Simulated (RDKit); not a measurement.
RDKit input (MMFF94):

```python
from rdkit import Chem
from rdkit.Chem import AllChem, rdDetermineBonds

mol = Chem.MolFromXYZFile('mol.xyz')
rdDetermineBonds.DetermineBonds(mol, charge=0)
print('SMILES', Chem.MolToSmiles(Chem.RemoveHs(mol)))
ff = AllChem.MMFFGetMoleculeForceField(mol, AllChem.MMFFGetMoleculeProperties(mol))
e0 = ff.CalcEnergy()
flag = ff.Minimize(maxIts=5000, forceTol=1e-5)
print(f'energy {e0:.4f} -> {ff.CalcEnergy():.4f} kcal/mol, converged: {flag == 0}')
print(Chem.MolToXYZBlock(mol))
```
mol.xyz:
```
8

C     -0.00019564     0.15550613     0.00202606
O      0.17957592     1.34436533     0.02150869
O     -1.24075127    -0.39145260    -0.00806867
H     -1.87281039     0.34435362     0.00369323
C      1.06723178    -0.89990501    -0.01278463
H      2.04521103    -0.42828240    -0.01861809
H      0.96507153    -1.53966993     0.86487500
H      0.94971371    -1.53330981    -0.89291883
```

From the last part of the output:

```
SMILES CC(=O)O
energy -25.6994 -> -26.4059 kcal/mol, converged: True
8

C     -0.010514    0.131015    0.000109
O      0.155469    1.338375    0.010183
O     -1.247516   -0.398962   -0.000981
H     -1.840742    0.381295    0.007535
C      1.056344   -0.913125   -0.012070
H      2.036723   -0.428369   -0.010639
H      0.974213   -1.537163    0.881210
H      0.969070   -1.521460   -0.915634
```
